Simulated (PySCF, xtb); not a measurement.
Bonds broken one at a time in the series B CH3-OH. All species are isolated molecules in the gas phase. One relaxed conformer stands for each flexible species; it need not be the lowest. Strings in code marks are SMILES. Quantity: homolytic bond dissociation enthalpy at 298 K (no spin–orbit term). Thermal and zero-point terms are GFN2-xTB rigid-rotor harmonic values (xtb). Level 1: PBE-D3(BJ)/def2-TZVP // PBE0-D4/def2-TZVP (PySCF). Level 2: PBE0-D4/def2-TZVP (PySCF).

| case | level 1 (kcal/mol) | level 2 (kcal/mol) |
|---|---|---|
| C–B bond of `CB(C)C`, giving `C[B]C` and `[CH3]` | 100.5 | 100.1 |
| C–B bond of `CB(C)O` (C–B–O–H torsion 179°), giving `C[B]O` (C–B–O–H torsion 0°) and `[CH3]` | 101.7 | 101.7 |
| C–B bond of `CB(O)O` (O–B–O–H torsion 180°, O–B–O–H torsion 0°), giving `O[B]O` (H–O–B–O torsion 180°, O–B–O–H torsion 0°) and `[CH3]` | 103.0 | 103.1 |
| O–B bond of `OB(O)O`, giving `O[B]O` (H–O–B–O torsion 180°, O–B–O–H torsion 0°) and `[OH]` | 145.6 | withheld |
| B–O bond of `CB(O)O` (O–B–O–H torsion 180°, O–B–O–H torsion 0°), giving `C[B]O` (C–B–O–H torsion 0°) and `[OH]` | 147.4 | 145.8 |
| B–O bond of `CB(C)O` (C–B–O–H torsion 179°), giving `C[B]C` and `[OH]` | 148.4 | 145.7 |

Q: Fit level 2 = a + b·x to the 5 complete rows by least squares, with x = level 1 in kcal/mol. Give a, b and the rms residual, and predict the withheld value.

A: Means of the 5 rows: x̄ = 120.2, ȳ = 119.28 kcal/mol. Σ(x − x̄)² = 2561.3 and Σ(x − x̄)(y − ȳ) = 2447.8, so b = 0.956 and a = ȳ − b·x̄ = 4.37 kcal/mol. The rms residual is 0.39 kcal/mol. At x = 145.6 the line gives 143.6 kcal/mol. The run for O–B bond of `OB(O)O`, giving `O[B]O` (H–O–B–O torsion 180°, O–B–O–H torsion 0°) and `[OH]` gave 144.7 kcal/mol, so the line is off by 1.1 kcal/mol, more than twice the rms residual.

Codes: PySCF, xtb.
